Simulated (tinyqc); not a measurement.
Worked calculation: harmonic frequencies on the unrestricted B3LYP (VWN-RPA form)/sto-6g surface (energies and gradients from PySCF), for LiH+, spin multiplicity 2. One step of it, computed by the program tinyqc.

Task: Normal modes. Diagonalise H_ij / sqrt(m_i m_j); the 5 smallest eigenvalues belong to translations and rotations; wavenumber = sqrt(eigenvalue / 1822.888) x 219474.63; each mode has its largest component positive (the first on a tie); zero-point energy = sum of wavenumbers / 2, with 349.755 1/cm per kcal/mol. A mass of 2.014 u marks deuterium.

Hessian (symmetrised) (hartree/bohr^2):
```
             1Lix         1Liy         1Liz         2Hx         2Hy          2Hz
1Lix  -0.00001440   0.00000000   0.00000000  0.00000363  0.00000000   0.00000000
1Liy   0.00000000  -0.00001440   0.00000000  0.00000000  0.00000363   0.00000000
1Liz   0.00000000   0.00000000   0.01985996  0.00000000  0.00000000  -0.01986069
2Hx    0.00000363   0.00000000   0.00000000  0.00000715  0.00000000   0.00000000
2Hy    0.00000000   0.00000363   0.00000000  0.00000000  0.00000715   0.00000000
2Hz    0.00000000   0.00000000  -0.01986069  0.00000000  0.00000000   0.01986141
```

masses (u): 1Li 7.016004, 2H 2.014102

Give: eigenvalues of the mass-weighted Hessian; harmonic wavenumbers of the vibrations; mass-weighted modes; zero-point energy.

Result:

eigenvalues of the mass-weighted Hessian (hartree/(bohr^2 u)): 0.0000  0.0000  0.0000  0.0000  0.0000  0.0127

harmonic wavenumbers of the vibrations (1/cm): 579.1

mass-weighted modes:
```
       mode 1
1Lix   0.0000
1Liy   0.0000
1Liz  -0.4723
2Hx    0.0000
2Hy    0.0000
2Hz    0.8815
```

zero-point energy = 0.8279 kcal/mol
